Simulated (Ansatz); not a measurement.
## NO2 (nitrogen dioxide): the vertical energy of the quartet above the doublet from total energies

NO2: 3 atoms, total charge 0, spin state doublet. As SMILES, `[O]N=O`. The coordinates come from a PBE0-D4/def2-TZVP relaxation.

| atom | x (Å) | y (Å) | z (Å) |
| --- | --- | --- | --- |
| O | 0.2098 | -1.0822 | 0.0006 |
| N | -0.2655 | -0.0091 | -0.1459 |
| O | 0.0557 | 1.0913 | 0.1453 |

Both states at this one shape; open shells run unrestricted unless said. 1 Eh = 27.2114 eV.

```tsv
level	program	doublet NO2 (Eh)	quartet NO2 (Eh)
U-revPBE/cc-pVTZ	Ansatz	-205.118849	-204.940362
UB3LYP/cc-pVTZ	Ansatz	-205.155686	-204.990190
UB2PLYP/cc-pVTZ, 3 core orbitals frozen	Ansatz	-205.029481	-204.853735
UPBE-QIDH/cc-pVTZ, 3 core orbitals frozen	Ansatz	-204.902566	-204.734554
```

Work out the vertical gap, second state less first, at each level.


1. U-revPBE/cc-pVTZ: -204.940362 − (-205.118849) = 0.178487 Eh = 4.86 eV.
2. UB3LYP/cc-pVTZ: -204.990190 − (-205.155686) = 0.165496 Eh = 4.50 eV.
3. UB2PLYP/cc-pVTZ: -204.853735 − (-205.029481) = 0.175746 Eh = 4.78 eV.
4. UPBE-QIDH/cc-pVTZ: -204.734554 − (-204.902566) = 0.168012 Eh = 4.57 eV.

No measured value is set beside it here; the levels span 4.50 to 4.86 eV.
